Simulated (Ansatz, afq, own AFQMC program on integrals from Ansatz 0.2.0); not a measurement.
**O2, singlet in 6-31G, levels against full CI**

```
atom   x (Å)   y (Å)   z (Å)
   O  0.0000  0.0000  0.0000
   O  0.0000  0.0000  1.6700
```

Basis 6-31G. Noble-gas cores (and the filled d shells of Ga–Kr and In–Xe) are frozen. Ansatz 0.2.0 and our own AFQMC program on the same integrals; the CISD trial comes from CCSD amplitudes, and released means the phaseless constraint is let go. Uncertainties: one standard error, sampling alone.

Determinant: RHF, the one that the program's search chose, which needn't be the lowest solution. The geometry is a point of a scan.

Full CI on the same integrals is exact in this basis and with this determinant's frozen core.

Cautions: another spin lies lower; restricted determinant unstable towards unrestricted (UHF 6.12 eV lower, ⟨S²⟩ 1.68); the search met a lower determinant of the same kind, perhaps of another symmetry (854 meV lower), and this one is a saddle point; strong correlation (T1 0.025, weight of the determinant 0.74, largest double 0.43); (T) is large, 7 % of the CCSD correlation; CCSD(T) is in doubt: in a space of 8 electrons in 8 natural orbitals full CI lies 139 meV below it; the released energies are still falling, so no released level is given (meV from the phaseless value at times in 1/Eh: -91 ± 12 at 0.24, -146 ± 9 at 0.51, -221 ± 9 at 0.99, -247 ± 15 at 1.62, -297 ± 25 at 2.40); the determinant fills πx and πy unequally, so it mixes two states of the linear molecule, and each level undoes that mixture to a different degree, while full CI gives the lower state.

* T1 diagnostic: 0.0246
* weight of the determinant in the CISD state: 0.740
* size of the correlated space: 12 electrons in 16 orbitals

```tsv
level	correlation energy (eV)
MP2	-12.2309
CCSD	-10.2670
CCSD(T)	-11.0200
```

**Question.** Estimate where phaseless AFQMC with a CISD trial lies against CCSD(T) on the same integrals.

**Answer.** 220.7 ± 11.3 meV above CCSD(T).

Reference: full CI, correlation energy -11.218 eV. The cautions show a poor starting determinant, so the rows tell how each method copes with it here, and full CI is the sure value.

```
        level  E − E(reference) (meV)  share of correlation (%)
      CCSD(T)                   198.1                     98.23
  ph-AFQMC/HF           1507.4 ± 56.9                     86.56
ph-AFQMC/CISD            418.8 ± 11.3                     96.27
```
